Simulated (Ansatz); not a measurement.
# Worked example: HCl, triplet against HCl, singlet

Geometry (PBE0/def2-TZVP stationary point of a singlet), kept for both states (HCl, singlet: Σ⁺; HCl, triplet: Π):

```xyz
2

Cl    0.0000    0.0000    0.0000
H     0.0000    0.0000    1.2788
```

Basis cc-pVTZ; Ansatz 0.2.0. Only valence electrons are correlated (noble-gas cores frozen). Prefix R: restricted or restricted open-shell reference; prefix U: unrestricted.

Full CI isn't at hand for all of this; UCCSDT(Q) serves as the reference, and is uncertain by the last step of the cluster series or more.

```json
{"level": "UHF", "E(HCl, singlet) (hartree)": "-460.106767", "E(HCl, triplet) (hartree)": "-459.855299"}
{"level": "UMP2", "E(HCl, singlet) (hartree)": "-460.309431", "E(HCl, triplet) (hartree)": "-460.031304"}
{"level": "UCCSD(T)", "E(HCl, singlet) (hartree)": "-460.337215", "E(HCl, triplet) (hartree)": "-460.062215"}
{"level": "PBE", "E(HCl, singlet) (hartree)": "-460.633539", "E(HCl, triplet) (hartree)": "-460.365460"}
{"level": "B3LYP", "E(HCl, singlet) (hartree)": "-460.843023", "E(HCl, triplet) (hartree)": "-460.573329"}
{"level": "UCCSDT(Q)", "E(HCl, singlet) (hartree)": "-460.338005", "E(HCl, triplet) (hartree)": "-460.063129"}
```

Task: Give the vertical gap, HCl triplet less HCl singlet, at each level in eV (1 hartree = 27.2114 eV), and each error against UCCSDT(Q).

Result: UCCSDT(Q): (-460.063129 − (-460.338005)) × 27.2114 = 7.480 eV (the reference)
B3LYP: (-460.573329 − (-460.843023)) × 27.2114 = 7.339 eV, error -0.141 eV
PBE: (-460.365460 − (-460.633539)) × 27.2114 = 7.295 eV, error -0.185 eV
UCCSD(T): (-460.062215 − (-460.337215)) × 27.2114 = 7.483 eV, error 0.003 eV
UMP2: (-460.031304 − (-460.309431)) × 27.2114 = 7.568 eV, error 0.088 eV
UHF: (-459.855299 − (-460.106767)) × 27.2114 = 6.843 eV, error -0.637 eV

Total energies of functionals can't be set beside those of wave-function methods, since they hold the core's correlation and their own absolute errors; only the differences compare.

Each level lands on the state that its own search finds. T1 diagnostics of restricted CCSD: 0.006 and 0.015.
